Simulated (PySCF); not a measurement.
# PF3 (PF3): fields and orbitals

For PF3 (PF3), the scripts below analyse its density (charges, bond critical points, surface potential) and localise its valence orbitals.

Program: PySCF 2.14.0. Level of theory: levels as typed in each script, gas phase, geometry from GFN2-xTB. These are calculated values, not measurements.

## (1) The starting structure

4 atoms, charge 0, spin multiplicity 1.

Bond lengths: P1–F2 1.597 Å, P1–F3 1.598 Å, P1–F4 1.598 Å. Angles: F2–P1–F3 94.0°, F2–P1–F4 94.0°, F3–P1–F4 93.9°.

As a file:

```xyz
4
F3P
P     0.0006    0.0000    0.5506
F     1.1926   -0.6293   -0.3062
F    -0.0518    1.3477   -0.3059
F    -1.1418   -0.7184   -0.3055
```

## (2) Density, bond paths and surface potential (PBE/6-31g*)

Input file input.py:

```python
import numpy as np
from pyscf import gto, scf, dft
from pyscf.scf import atom_ks, atom_hf
from scipy.linalg import block_diag

def solve(mol, dm0=None, hcore=None):
    mf = (dft.UKS if mol.spin else dft.RKS)(mol, xc='pbe')
    mf.grids.level = 3
    mf = mf.density_fit(auxbasis='def2-universal-jkfit')
    mf.conv_tol, mf.max_cycle = 1e-8, 80
    if hcore is not None:
        mf.get_hcore = lambda *args: hcore
    mf.kernel(dm0)
    if not mf.converged:
        mf = mf.newton().run(mf.mo_coeff, mf.mo_occ, max_cycle=30)
    assert mf.converged, 'SCF not converged'
    return mf

mol = gto.M(atom='''
P      0.00059     0.00000     0.55057
F      1.19256    -0.62932    -0.30624
F     -0.05177     1.34773    -0.30585
F     -1.14178    -0.71841    -0.30551
''', basis='6-31g*', charge=0, spin=0, verbose=4)
mf = solve(mol)
mf.analyze()
# spherically averaged free atoms, for the promolecule
atm = atom_ks.get_atm_nrks(mol, xc='pbe')
pro = block_diag(*[(atm[a[0]][2] * atm[a[0]][3]) @ atm[a[0]][2].T for a in mol._atom])
np.savez('result.npz', e=mf.e_tot, c=mf.mo_coeff, occ=mf.mo_occ, eps=mf.mo_energy, pro=pro, dip=mf.dip_moment(verbose=0), s2=mf.spin_square()[0])
```

Started as:

```sh
> OMP_NUM_THREADS=1 python input.py
```

## (4) Localised orbitals (B3LYP/def2-svpd)

Input file input.py:

```python
import numpy as np
from pyscf import gto, scf, dft, lo
from pyscf.data.elements import chemcore

def solve(mol, dm0=None, hcore=None):
    mf = (dft.UKS if mol.spin else dft.RKS)(mol, xc='b3lyp')
    mf.grids.level = 3
    mf = mf.density_fit(auxbasis='def2-universal-jkfit')
    mf.conv_tol, mf.max_cycle = 1e-8, 80
    if hcore is not None:
        mf.get_hcore = lambda *args: hcore
    mf.kernel(dm0)
    if not mf.converged:
        mf = mf.newton().run(mf.mo_coeff, mf.mo_occ, max_cycle=30)
    assert mf.converged, 'SCF not converged'
    return mf

mol = gto.M(atom='''
P      0.00059     0.00000     0.55057
F      1.19256    -0.62932    -0.30624
F     -0.05177     1.34773    -0.30585
F     -1.14178    -0.71841    -0.30551
''', basis='def2-svpd', charge=0, spin=0, verbose=4)
mf = solve(mol)
occ_all = mf.mo_coeff[:, mf.mo_occ > 0]
occ = occ_all[:, chemcore(mol):]
loc = lo.ibo.ibo(mol, occ, iaos=lo.iao.iao(mol, occ_all))
fock, s = mf.get_fock(), mf.get_ovlp()
ortho = lo.orth_ao(mol, 'meta_lowdin')
ortho = lo.vec_lowdin(lo.iao.iao(mol, occ_all), s)
labels = lo.iao.reference_mol(mol).ao_labels(fmt=None)
vir = lo.vvo.livvo(mol, occ_all, mf.mo_coeff[:, mf.mo_occ == 0])
both = np.hstack([loc, vir])
p = (ortho.T @ s @ both) ** 2
pop = np.array([p[[l[0] == a for l in labels]].sum(0) for a in range(mol.natm)])
spd = np.array([[p[[l[0] == a and l[2][-1] == k for l in labels]].sum(0) for k in 'spd'] for a in range(mol.natm)])
eps = np.einsum('pi,pq,qi->i', both, fock, both)
for i in np.argsort(eps):
    top = np.argsort(-pop[:, i])[:3]
    print('%3d %s %9.4f Eh ' % (i + 1, 'occ' if i < loc.shape[1] else 'vir', eps[i]), '  '.join('%s%d %.3f' % (mol.atom_symbol(a), a + 1, pop[a, i]) for a in top))
np.savez('result.npz', c=both, nocc=loc.shape[1], pop=pop, spd=spd, eps=eps, e=mf.e_tot)
```

(Steps that only read results are left out.)

Q: Predict the outcome of this session. Wanted: dipole moment; HOMO, LUMO.

The runs gave:

| quantity | value |
| --- | --- |
| dipole moment (PBE/6-31g*) | 1.26 D |
| HOMO, LUMO (PBE/6-31g*) | -7.76, -1.08 eV |
| localised occupied orbitals above −45 eV (B3LYP/def2-svpd) | 13 |

In words: At PBE/6-31g*: The highest Hirshfeld charge is on P1 (+0.39 e), the lowest on F2, F3 and F4 (−0.13 e). All values hold at the given geometry, in the gas phase.
